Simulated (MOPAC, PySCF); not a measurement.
H4Si, SMILES `[SiH4]`, neutral singlet in the gas phase. 

Cartesian coordinates (Å):
SMILES: [SiH4]
```xyz
5

Si     0.0000     0.0000    -0.0001
H      1.1958    -0.7922    -0.3769
H     -0.2883    -0.1955     1.4416
H     -1.1637    -0.4494    -0.8023
H      0.2561     1.4370    -0.2626
```
Charge 0, spin multiplicity 1.

All levels are single points at this geometry (r2SCAN-D4/def2-TZVP); Pople sets use spherical d functions. Orbital energies aren't observables, and empty levels follow the basis.

PBE-D3(BJ)/def2-TZVP in PySCF gives HOMO (eV) = -8.51.

Estimate the HOMO (eV) from each of these levels: r2SCAN-D4/def2-TZVP in PySCF; B3LYP/3-21G in PySCF; B3LYP/6-311+G** in PySCF; B3LYP/6-31G* in PySCF; B3LYP/LANL2DZ in PySCF; BP86/6-31G* in PySCF; M06-2X/6-31G* in PySCF; SVWN5/6-31G* in PySCF; HF/6-31G* in PySCF; AM1 in MOPAC; PM3 in MOPAC; PM7 in MOPAC.


| level | HOMO (eV) |
|---|---|
| r2SCAN-D4/def2-TZVP in PySCF | -8.86 |
| B3LYP/3-21G in PySCF | -9.72 |
| B3LYP/6-311+G** in PySCF | -9.67 |
| B3LYP/6-31G* in PySCF | -9.61 |
| B3LYP/LANL2DZ in PySCF | -9.80 |
| BP86/6-31G* in PySCF | -8.59 |
| M06-2X/6-31G* in PySCF | -11.06 |
| SVWN5/6-31G* in PySCF | -8.47 |
| HF/6-31G* in PySCF | -13.20 |
| AM1 in MOPAC | -12.30 |
| PM3 in MOPAC | -11.79 |
| PM7 in MOPAC | -12.46 |
